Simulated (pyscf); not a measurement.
Structures and frequencies: ωB97X-D3(BJ)/def2-SVP in PySCF.

How much does it cost (ΔH, 298 K, ωB97M-D3(BJ)/def2-TZVP) to split H₃C–CH(CH₃)–O–Na (SMILES CC(C)[O][Na]) at its Na–O bond into H₃C–CH(CH₃)–O• + Na•?

Na–O to H₃C–CH(CH₃)–O• + Na•: 2.84 eV. The 7 functionals that were run give +2.61 (PBE0-D3(BJ)) to +2.97 eV (M06-2X). H₃C–CH(CH₃)–O• lies 0.22 eV over its isomer H₃C–CH₂–CH•–OH (electronic energy, ωB97M-D3(BJ)/def2-TZVP).
